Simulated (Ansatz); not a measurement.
# C3H4O: the cost of one run

Computed with Ansatz 0.2.0 (the levels named in each step, unless a step's input says otherwise).

## Step 1: The starting structure

Bond lengths: C1–C2 1.196 Å, C2–C3 1.453 Å, C3–O4 1.416 Å, C1–H5 1.049 Å, C3–H6 1.101 Å, C3–H7 1.104 Å, O4–H8 0.962 Å. Angles: C1–C2–C3 178.9°, C2–C1–H5 179.2°, C2–C3–O4 109.7°, C2–C3–H6 108.6°, C2–C3–H7 108.4°, O4–C3–H6 110.8°, O4–C3–H7 110.8°, H6–C3–H7 108.5°, C3–O4–H8 108.8°.

As a file:

```xyz
8

C     1.7837   -0.4163    0.5539
C     0.7294   -0.2919    0.0029
C    -0.5611   -0.1285   -0.6441
O    -1.4059    0.6626    0.1712
H     2.7135   -0.5336    1.0253
H    -0.4045    0.3490   -1.6241
H    -0.9992   -1.1285   -0.8070
H    -2.2555    0.7639   -0.2692
```

## Step 2: A rough first relaxation, PBE-D4/def2-SVP

This run stands in another session on the same molecule. It ended at:

```xyz
8

C     1.8094   -0.4243    0.5584
C     0.7212   -0.2797    0.0224
C    -0.5802   -0.1116   -0.6250
O    -1.4369    0.6804    0.1808
H     2.7746   -0.5554    1.0274
H    -0.4056    0.3440   -1.6343
H    -1.0023   -1.1319   -0.8180
H    -2.2797    0.7552   -0.3029
```

## Step 3: Relaxation, PBE0-D4/def2-TZVPP

This run stands in another session on the same molecule. It ended at:

```xyz
8

C     1.7887   -0.4224    0.5463
C     0.7188   -0.2778    0.0248
C    -0.5673   -0.1211   -0.6331
O    -1.4219    0.6679    0.1684
H     2.7353   -0.5461    1.0155
H    -0.4015    0.3411   -1.6154
H    -0.9923   -1.1186   -0.8082
H    -2.2594    0.7538   -0.2897
```

## Step 4: Frequencies, PBE0-D4/def2-TZVPP

Contents of input.yaml:

```yaml
crystal:
  periodic: [false, false, false]
  atoms:
    - { symbol: C, position_ang: [1.78869308, -0.42244911, 0.54633139] }
    - { symbol: C, position_ang: [0.71881847, -0.27783015, 0.02484284] }
    - { symbol: C, position_ang: [-0.56733644, -0.12114774, -0.63305082] }
    - { symbol: O, position_ang: [-1.42186296, 0.66792557, 0.16841487] }
    - { symbol: H, position_ang: [2.73525009, -0.54606564, 1.01549059] }
    - { symbol: H, position_ang: [-0.40149346, 0.34105868, -1.61543872] }
    - { symbol: H, position_ang: [-0.99225291, -1.1186477, -0.80816911] }
    - { symbol: H, position_ang: [-2.25936584, 0.7537661, -0.28965106] }
basis:
  gaussian: { orbitals: def2-TZVPP }
hamiltonian:
  xc: pbe0
  dispersion: d4
phonons: {}
```

Launch:

```sh
ansatz run input.yaml --threads 4 --pin off --max-ram 10240MiB --backend cpu --events-out ev --progress --plain --runs-dir out
```

What time and memory should one allow on 4 threads of Intel Xeon Platinum 8375C at 2.90GHz (Ice Lake), shared host?

About 44 s, with a peak of 0.35 GiB.
